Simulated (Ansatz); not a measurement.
Input file:

```yaml
crystal:
  periodic: [false, false, false]
  atoms:
    - {symbol: Cl, position_ang: [0.000000, -0.542913, 1.861701]}
    - {symbol: Ga, position_ang: [0.000000, 0.552125, 0.000000]}
    - {symbol: Cl, position_ang: [0.000000, -0.542913, -1.861701]}
basis:
  gaussian: {orbitals: cc-pVDZ}
total_charge: 1
correlation: {method: sc_nevpt2, electrons: outside_noble_gas, active_space: {window: {electrons: 2, orbitals: 3}, states: [{multiplicity: 1, weights: [1, 1, 1, 1]}], root: 2}}
```

```sh
$ ansatz run in.yaml --threads 1 --pin off --events-out ev --progress --plain --max-ram 2393MiB
```

The program prints:

```
1252 factors; integrals over basis functions are off by at most 1.4e-7 eV
mean field evaluation 1: about -77331.3861 eV, gradient 2.8e1 eV
mean field evaluation 2: about -77331.5038 eV, gradient 2.9e1 eV
mean field evaluation 4: about -77334.4383 eV, gradient 1.5e0 eV
mean field evaluation 8: about -77334.4652 eV, gradient 5.9e-4 eV
mean field -77334.46520346 eV, -2841.9891770438 hartree, gradient 2.8e-6 eV, S^2 0.000000; 0 other end points of the search recorded, 0 dependent functions left out
reference -77334.46520346 eV, -2841.9891770438 hartree; 32, 32 occupied and 31, 31 virtual orbitals, 1252 factors
state -77333.60965360 eV, -2841.9577361666 hartree
state -77331.17210202 eV, -2841.8681577982 hartree
state -77327.62204669 eV, -2841.7376956710 hartree
state -77324.15849550 eV, -2841.6104125124 hartree
state -77333.60965360 eV, -2841.9577361666 hartree; corrected -77343.16085200 eV, -2842.3087362335 hartree
state -77331.17210202 eV, -2841.8681577982 hartree; corrected -77340.34526418 eV, -2842.2052652896 hartree
state -77327.62204669 eV, -2841.7376956710 hartree; corrected -77336.82801043 eV, -2842.0760085987 hartree
state -77324.15849550 eV, -2841.6104125124 hartree; corrected -77335.61544794 eV, -2842.0314477489 hartree
Total energy: -77336.82801043 eV, -2842.0760085987 hartree
```

Natural occupations, averaged over the states: 1.0000 0.7375 0.2625.

Before any correction even the lowest state lies above the reference determinant, by 0.86 eV, so the averaged orbitals or the space serve it badly.

Ran on 1 thread of Arm Neoverse V2, shared host: 6 s wall, 0.29 GiB peak host memory.
